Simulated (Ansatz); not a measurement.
**AlH₅NO+ (SMILES [NH2][AlH][OH2+]): one structure at several levels**

The atoms stand at a structure displaced at random from a GFN2-xTB minimum. How far do the functionals agree with CCSD(T) there?

The runs use Ansatz 0.2.0, Gaussian basis; single points in def2-TZVPP.

Cores are frozen in the correlated methods. B3LYP uses VWN-RPA correlation.

**1. Starting geometry**

SMILES `[NH2][AlH][OH2+]`, 8 atoms, charge 1, spin multiplicity 1.

Atoms are counted from 1 here; the program's logs count them from 0.

Bond lengths: N1–Al2 1.744 Å, N1–H4 1.018 Å, N1–H5 1.026 Å, Al2–O3 1.838 Å, Al2–H6 1.496 Å, O3–H7 0.978 Å, O3–H8 0.980 Å. Angles: Al2–N1–H4 129.8°, Al2–N1–H5 123.0°, H4–N1–H5 106.0°, N1–Al2–O3 110.5°, N1–Al2–H6 149.7°, O3–Al2–H6 99.9°, Al2–O3–H7 121.4°, Al2–O3–H8 125.7°, H7–O3–H8 112.8°.

As a file:

```xyz
8
AlH5NO
N    -1.06410    0.64310   -0.92350
Al    0.10970    0.63810    0.36660
O     0.81310   -1.04570    0.58920
H    -1.07900    0.11470   -1.79330
H    -1.78280    1.36910   -1.02200
H     0.87700    1.37740    1.41720
H     1.55630   -1.21030    1.20390
H     0.48570   -1.86440    0.16050
```

**2. CCSD(T)/def2-TZVPP**

Input file run/in.yaml:

```yaml
crystal:
  periodic: [false, false, false]
  atoms:
    - {symbol: N, position_ang: [-1.064100, 0.643100, -0.923500]}
    - {symbol: Al, position_ang: [0.109700, 0.638100, 0.366600]}
    - {symbol: O, position_ang: [0.813100, -1.045700, 0.589200]}
    - {symbol: H, position_ang: [-1.079000, 0.114700, -1.793300]}
    - {symbol: H, position_ang: [-1.782800, 1.369100, -1.022000]}
    - {symbol: H, position_ang: [0.877000, 1.377400, 1.417200]}
    - {symbol: H, position_ang: [1.556300, -1.210300, 1.203900]}
    - {symbol: H, position_ang: [0.485700, -1.864400, 0.160500]}
basis:
  gaussian: {orbitals: def2-TZVPP}
total_charge: 1
correlation: {method: ccsd_t}
output: {forces: true}
```

No record of the launch command was kept for these runs.

**3. PBE0-D4/def2-TZVPP**

Edit run/in.yaml of step 2 so:

```diff
@@ -14,3 +14,3 @@
 total_charge: 1
-correlation: {method: ccsd_t}
-output: {forces: true}
+hamiltonian: {xc: pbe0, dispersion: d4}
+output: {forces: true, orbitals: {seedname: orbitals}}
```

**4. wB97M-V/def2-TZVPP**

Edit run/in.yaml of step 3 so:

```diff
@@ -14,3 +14,3 @@
 total_charge: 1
-hamiltonian: {xc: pbe0, dispersion: d4}
-output: {forces: true, orbitals: {seedname: orbitals}}
+hamiltonian: {xc: {name: wB97M-V}}
+output: {forces: true}
```

**5. r2SCAN-D4/def2-TZVPP**

Edit run/in.yaml of step 4 so:

```diff
@@ -14,3 +14,3 @@
 total_charge: 1
-hamiltonian: {xc: {name: wB97M-V}}
+hamiltonian: {xc: r2scan, dispersion: d4}
 output: {forces: true}
```

**6. PBE-D4/def2-TZVPP**

Edit run/in.yaml of step 5 so:

```diff
@@ -14,3 +14,3 @@
 total_charge: 1
-hamiltonian: {xc: r2scan, dispersion: d4}
+hamiltonian: {xc: pbe, dispersion: d4}
 output: {forces: true}
```

**7. r2SCANh-D4/def2-TZVPP**

Edit run/in.yaml of step 6 so:

```diff
@@ -14,3 +14,3 @@
 total_charge: 1
-hamiltonian: {xc: pbe, dispersion: d4}
+hamiltonian: {xc: {name: r2SCANh}, dispersion: d4}
 output: {forces: true}
```

**8. B3LYP-D4/def2-TZVPP**

Edit run/in.yaml of step 7 so:

```diff
@@ -14,3 +14,3 @@
 total_charge: 1
-hamiltonian: {xc: {name: r2SCANh}, dispersion: d4}
+hamiltonian: {xc: {name: B3LYP}, dispersion: d4}
 output: {forces: true}
```

(Steps that only read results are left out.)

Before running it: what results should come out? Wanted: energy less free atoms, CCSD(T)/def2-TZVPP; RMS force component; RMS force error; HOMO and LUMO, PBE0-D4; T1 diagnostic.

As calculated:

| quantity | value |
| --- | --- |
| energy less free atoms, CCSD(T)/def2-TZVPP | -1839.6 kJ/mol |
| RMS force component | 0.370 to 0.467 eV/Å over the methods |
| RMS force error | PBE0-D4 0.064, wB97M-V 0.052, r2SCAN-D4 0.065, PBE-D4 0.192, r2SCANh-D4 0.067, B3LYP-D4 0.053 eV/Å |
| HOMO and LUMO, PBE0-D4 | -12.53 and -5.57 eV |
| T1 diagnostic | 0.010 |

**Reading.** Against CCSD(T) the functionals' energies less atoms differ by -80.8 to -23.7 kJ/mol, PBE-D4 by -76.1 kJ/mol. The reference is not at the basis limit: in triple zeta CCSD(T) underbinds, which counts against methods that bind more; the gaps are no ranking. On forces the order runs from wB97M-V to PBE-D4. Frozen-core CCSD(T) forces in triple zeta carry basis errors of their own, and this is one geometry, so small gaps rank nothing.
